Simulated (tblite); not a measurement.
Compound: F3HP (charge +1).
Numbering: `[F:1][PH+:2]([F:3])[F:4]` (hydrogens: H5 on P2)

Method: GFN2-xTB as coded in tblite; computed harmonic values from a numerical Hessian at the method's own geometry, unscaled. Against measured fundamentals such values can be off by several per cent, at times by over 20. Modes of hydrogen on phosphorus can be 10 to 20 % off.

Harmonic wavenumbers (cm⁻¹): 298.5, 299.2, 389.2, 682.0, 682.2, 861.7, 944.9, 945.0, 2401.8.

A = 7673, B = 7655, C = 4630 MHz; mass 88.977 u (most abundant isotopes); point group C3v, symmetry number 3.

What is the zero-point energy?

Half the sum of the wavenumbers: 3752 cm⁻¹ = 44.89 kJ/mol.

What is S at 273.15 K and 1 bar for an ideal gas of classical rigid rotors and harmonic oscillators?

Translation 163.01, rotation 92.63, vibration 17.71: S = 273.4 J/(mol K).

And Cp and H(273.15 K) − H(0)?

Cp = 63.77 J/(mol K), of which vibrations give 30.51 (their classical limit is 9 R = 74.8); H(273.15 K) − H(0) = 12.37 kJ/mol without the zero-point energy, 3.29 from vibrations.

What must be added to the electronic energy to get the Gibbs energy at 273.15 K and 1 bar?

ZPE + [H(273.15 K) − H(0)] − T·S = 44.89 + 12.37 − 74.67 = -17.41 kJ/mol.

How do the functions run with temperature in this model?

```json
{"T (K)": "150", "S (J/(mol K))": "240.7", "Cp (J/(mol K))": "46.2", "H − H(0) (kJ/mol)": "5.56", "G − H(0) (kJ/mol)": "-30.55", "ln q(vib)": "0.14"}
{"T (K)": "250", "S (J/(mol K))": "267.8", "Cp (J/(mol K))": "60.8", "H − H(0) (kJ/mol)": "10.93", "G − H(0) (kJ/mol)": "-56.03", "ln q(vib)": "0.56"}
{"T (K)": "298.15", "S (J/(mol K))": "279.1", "Cp (J/(mol K))": "66.8", "H − H(0) (kJ/mol)": "14.00", "G − H(0) (kJ/mol)": "-69.20", "ln q(vib)": "0.82"}
{"T (K)": "400", "S (J/(mol K))": "300.2", "Cp (J/(mol K))": "76.7", "H − H(0) (kJ/mol)": "21.34", "G − H(0) (kJ/mol)": "-98.73", "ln q(vib)": "1.41"}
{"T (K)": "600", "S (J/(mol K))": "333.7", "Cp (J/(mol K))": "88.1", "H − H(0) (kJ/mol)": "37.95", "G − H(0) (kJ/mol)": "-162.26", "ln q(vib)": "2.63"}
{"T (K)": "900", "S (J/(mol K))": "371.2", "Cp (J/(mol K))": "96.4", "H − H(0) (kJ/mol)": "65.78", "G − H(0) (kJ/mol)": "-268.28", "ln q(vib)": "4.34"}
```

q(vib) and H(0) count from the zero-point level.

Which modes carry the vibrational entropy at 273.15 K?

298.5 cm⁻¹: 5.36; 299.2 cm⁻¹: 5.34; 389.2 cm⁻¹: 3.66; 682.0 cm⁻¹: 1.08; 682.2 cm⁻¹: 1.08; 861.7 cm⁻¹: 0.50 J/(mol K); the other 3 give 0.69 together.

Hindered rotation and anharmonicity are outside this model.
